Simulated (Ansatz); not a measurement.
fcc Cu: properties by level of theory

Reference values: lattice constant a 3.595 Å (measured, low-temperature or extrapolated to 0 K; zero-point anharmonic expansion removed; as tabulated in Csonka et al. (2009), arXiv:0903.4037); bulk modulus 144 GPa (measured, 0 K value with the zero-point phonon effect removed, our sources range from 140 to 145; as tabulated in Mejia-Rodriguez and Trickey (2018), arXiv:1807.09216); cohesive energy 3.52 eV/atom (measured, zero-point vibration energy added; as tabulated in Harl et al. (2010), doi:10.1103/physrevb.81.115126).

```tsv
level (code)	lattice parameter a (Å)	bulk modulus B0 (GPa)	cohesive energy (eV/atom)
PBEsol (Ansatz)	3.563	168	4.08
r²SCAN+rVV10 (Ansatz)	3.561	170	[?]
B3LYP (VWN-RPA form) (Ansatz)	[?]	111	[?]
```

Some entries are withheld; supply them.


- r²SCAN+rVV10 (Ansatz, a first-principles code), cohesive energy (eV/atom): 4.13
- B3LYP (VWN-RPA form) (Ansatz), lattice parameter a (Å): 3.690
- B3LYP (VWN-RPA form) (Ansatz), cohesive energy (eV/atom): 2.61

Differences from the reference values (errors of the level alone only where the reference is corrected to a static lattice):

```tsv
level	lattice constant a (%)	bulk modulus (%)	cohesive energy (eV/atom)
PBEsol	-0.89	+16.7	+0.56
r²SCAN+rVV10	-0.95	+18.1	+0.61
B3LYP (VWN-RPA form)	+2.64	-23	-0.91
```

Nearest: lattice constant a, PBEsol or r²SCAN+rVV10; bulk modulus, PBEsol or r²SCAN+rVV10; cohesive energy, PBEsol.

Ansatz's density-functional and Hartree–Fock values are scalar-relativistic unless marked +SOC, with PAW data made under PBE.

Differences are worked out from the printed values.

Free atoms are spin-polarised, in the lowest state found; at levels without +SOC their spin–orbit coupling is left out.

Computed values are for the static lattice.
